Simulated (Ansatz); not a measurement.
What does this script print? It uses Ansatz 0.2.0, Python API.

`conformers.py`:
```python
"""Conformer energies of C5H10O."""

import ansatz as az
from rdkit import Chem
from rdkit.Chem import AllChem

SETTINGS = {
    "basis_set": "def2-SVP",
    "method": "mp2",
}


def main() -> None:
    rd = Chem.AddHs(Chem.MolFromSmiles("C=C(C)COC"))
    ids = list(AllChem.EmbedMultipleConfs(rd, numConfs=20, randomSeed=872, pruneRmsThresh=0.4))
    field = [energy for _, energy in AllChem.MMFFOptimizeMoleculeConfs(rd)]
    distinct = {round(e, 2): i for i, e in zip(ids, field)}
    chosen = sorted(distinct.items())[:4]
    found = []
    for force_field, index in chosen:
        system = az.Crystal.molecule()
        for atom, xyz in zip(rd.GetAtoms(), rd.GetConformer(index).GetPositions()):
            system = system.atom(atom.GetSymbol(), xyz.round(5).tolist())
        calculation = (
            system.calculation()
            .basis(gaussian=SETTINGS["basis_set"])
            .correlation(SETTINGS["method"])
        )
        found.append(calculation.run(threads=1, pin="off").report["free_energy_ev"])
    print("conformer   MMFF (kcal/mol)   this level (kcal/mol)")
    for (force_field, index), e in zip(chosen, found):
        print(f"{index:9d} {force_field - chosen[0][0]:17.2f} {23.060548 * (e - min(found)):17.3f}")


if __name__ == "__main__":
    main()
```

```console
$ python conformers.py
conformer   MMFF (kcal/mol)   this level (kcal/mol)
        2              0.00             0.247
        3              0.10             0.000
        0              0.70             1.161
```

The conformers keep their force-field geometries. The whole script took 9.6 s on 1 thread of Arm Neoverse V2, on a shared host, peak memory 0.4 GiB.

(Lines on the test bed's own set-up are left out of the output.)
